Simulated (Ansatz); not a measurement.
## Worked example: GeH₄⁺, quartet against GeH4⁺, doublet

Geometry (PBE0/def2-TZVP stationary point of a doublet), kept for both states:

```xyz
5

Ge    0.0000    0.0000    0.0000
H     0.5613    1.0339    1.0326
H    -0.5699   -1.0297    1.0321
H    -0.5592    1.0308   -1.0368
H     0.5678   -1.0351   -1.0279
```

Basis 6-31G (Cartesian d functions); Ansatz 0.2.0. Only valence electrons are correlated (noble-gas cores and the filled d shells of p-block atoms frozen). R marks a restricted (for open shells ROHF) determinant. No spin–orbit coupling is included, and no scalar relativity.

Full CI is exact within this basis and frozen core; it isn't the basis-set limit.

```tsv
level	E(GeH4⁺, doublet) (hartree)	E(GeH4⁺, quartet) (hartree)
RCCSD(T)	-2076.989189	-2076.741443
PBE	-2078.278337	-2078.024810
r2SCAN	-2078.579729	-2078.327343
full CI	-2076.989862	-2076.741964
```

**Question.** Give the vertical gap, GeH4⁺ quartet less GeH4⁺ doublet, at each level in eV (1 hartree = 27.2114 eV), and each error against full CI.

**Answer.** full CI: (-2076.741964 − (-2076.989862)) × 27.2114 = 6.746 eV (the reference)
r2SCAN: (-2078.327343 − (-2078.579729)) × 27.2114 = 6.868 eV, error 0.122 eV
PBE: (-2078.024810 − (-2078.278337)) × 27.2114 = 6.899 eV, error 0.153 eV
RCCSD(T): (-2076.741443 − (-2076.989189)) × 27.2114 = 6.742 eV, error -0.004 eV

Total energies of functionals can't be set beside those of wave-function methods, since they hold the core's correlation and their own absolute errors; only the differences compare.

The set has no polarisation functions, so the order and spacing of states can differ from the basis-set limit.

In so small a basis the reference is far from its limit while semilocal and hybrid functionals are nearer theirs, so the functionals' errors here hold much of the reference's basis and frozen-core error, which can add to them or hide them.

Each level lands on the state that its own search finds. T1 diagnostics of restricted CCSD: 0.022 and 0.027.
